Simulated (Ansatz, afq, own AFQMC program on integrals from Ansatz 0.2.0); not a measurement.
Two steps: Ansatz 0.2.0 writes the Fock matrix and Cholesky factors of the valence space, and afq projects on them the lowest state that overlaps trial and start.

```yaml
crystal:
  periodic: [false, false, false]
  atoms:
    - {symbol: Cl, position_ang: [-0.782749, 0.000000, 0.000000]}
    - {symbol: H, position_ang: [0.579251, 0.000000, 0.000000]}
    - {symbol: C, position_ang: [1.877251, 0.000000, 0.000000]}
    - {symbol: H, position_ang: [2.291719, 0.000000, 0.996161]}
    - {symbol: H, position_ang: [2.291719, 0.000000, -0.996161]}
basis:
  gaussian: {orbitals: cc-pVTZ}
magnetization: {spin_polarized: true, initial_magnetization: 2}
correlation: {method: ccsd_t, electrons: outside_noble_gas, hamiltonian_folder: ham}
```

```sh
$ ansatz run in.yaml --threads 1 --pin off --events-out ev --progress --plain --max-ram 16896MiB --backend cuda --devices 0, --max-vram 18GiB
```

afq runs on the folder ham with

```
--method phaseless --trial hf --walkers 900 --populations 10 --least-time 40 --time-step 0.005 --steps-per-block 20 --equilibration-blocks 112 --max-blocks 4000 --target-error 0.0011 --factor-cut 1e-05 --start spin_pure --seed 2468 --taylor-order 6
```

Times are imaginary, in 1/Eh. The walk had a cap of 94 s. With eight or more populations the least sampling time is a fifth of least-time, and the error comes from their spread.

afq prints:

```
orbitals 100  electrons 8 6  factors 593 of 599
reference energy -499.02011618 Eh
CCSD correlation -0.37564030 Eh in 11 cycles, weight of the determinant in the CISD state 0.8679
energy of the start -499.021288 Eh
 block  time / (1/Eh)  mean weight  energy / Eh
     1     0.100  1.0012  -499.123548
     2     0.200  1.0035  -499.192086
     3     0.300  1.0016  -499.240941
     4     0.400  1.0013  -499.277983
     5     0.500  1.0019  -499.303319
    10     1.000  0.9999  -499.367694
    56     5.600  0.9995  -499.420998
   111    11.100  1.0002  -499.414130
   166    16.600  0.9999  -499.418511
   199    19.900  0.9996  -499.422277
   221    22.100  1.0001  -499.407729
   276    27.600  1.0002  -499.401601
   331    33.100  1.0001  -499.400292
   386    38.600  1.0012  -499.407575
   419    41.900  0.9993  -499.393636
   441    44.100  0.9995  -499.414880
error from the spread of 10 populations
energy -499.410157 +/- 0.001427 Eh
(rows thinned)
```

The run passed its tests (sampling time, drift between the halves within three errors, error under three times the target), which doesn't prove that it has relaxed, ending at its cap on processor time.

Against this walk (error 38.8 meV) on the same determinant: CCSD(T) 26.9 meV higher (within the noise), the released energy of a separate walk with a CISD trial 14.6 ± 40.4 meV lower (within the noise), a separate phaseless walk with a CISD trial and standard settings 13.9 ± 39.3 meV lower (within the noise). The error is statistical and leaves out the bias of the constraint.

Cautions: constraint bias not in the error; error above the target (38.8 against 29.9 meV); lower spins were not checked.

The walk took 94 s on 1 × NVIDIA H100 80GB HBM3 with 2 threads of AMD EPYC 7R13 Processor (Zen 3) (shared host) (the card was shared). The log's last line is the phaseless energy.

A walk keeps the symmetry of its determinant, which the program's search chose and which needn't be the lowest solution, so a lower state of the same spin and another symmetry isn't excluded.
